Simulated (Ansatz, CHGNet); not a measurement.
**Equilibrium volume per atom of solid iodine at several levels of theory**

No measured value is used here.

**Question.** Put these levels in order of the equilibrium volume per atom that they give for solid iodine, smallest first: CHGNet 0.3.0 (CHGNet), LDA (Ansatz, a first-principles code), PBE-D3(BJ) (Ansatz), r²SCAN+rVV10 (Ansatz), r²SCAN-D4 (Ansatz).

**Answer.** LDA (36.82 Å³/atom), PBE-D3(BJ) (39.74 Å³/atom), r²SCAN+rVV10 (40.67 Å³/atom), r²SCAN-D4 (42.16 Å³/atom), CHGNet 0.3.0 (65.47 Å³/atom)

LDA: the cell comes from a level without a dispersion term, which matters for the spacing of layers, chains or molecules. CHGNet 0.3.0: the cell moved over 20 % in volume from its start. Cutoffs differ between the levels. Ansatz's density-functional and Hartree–Fock values are scalar-relativistic unless marked +SOC, with PAW data made under PBE.

Machine-learned potentials (CHGNet 0.3.0) are trained on DFT data, which may include these solids.
